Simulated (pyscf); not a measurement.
`[SiH3][SiH2][Cl]` + `[H]` [doublet] -> `[SiH3][SiH][Cl]` [doublet] + `[H][H]`, a hydrogen abstraction (doublet surface; H–Si broken, H–H formed). Structures and frequencies: ωB97X-D3(BJ)/def2-SVP in PySCF. Energies in kcal/mol from the separated reactants.

AM1 to PM7: differences of heats of formation from MOPAC, which are fitted to 298 K values and so differ in kind from electronic energies by zero-point and thermal terms. Open shells are spin-unrestricted. 

Question: Quick PM7 single points give ΔE‡ = -9.9 kcal/mol and ΔE = -62.3 kcal/mol. What does ωB97M-D3(BJ)/def2-TZVP give, and how far is the quick result from it?

Answer: ωB97M-D3(BJ)/def2-TZVP gives ΔE‡ = 4.0 kcal/mol and ΔE = -15.2 kcal/mol. PM7 lies 14.0 kcal/mol under it in the barrier and 47.1 kcal/mol under it in the reaction energy, so on this step it does not hold to within 3.0 kcal/mol. At PM7 this geometry lies under one side, so its ΔE‡ may be no barrier of that level. ωB97M-D3(BJ)/def2-TZVP has limits of its own. One saddle was located; it need not be the lowest between these sides. The angle at the transferred H is 175°.
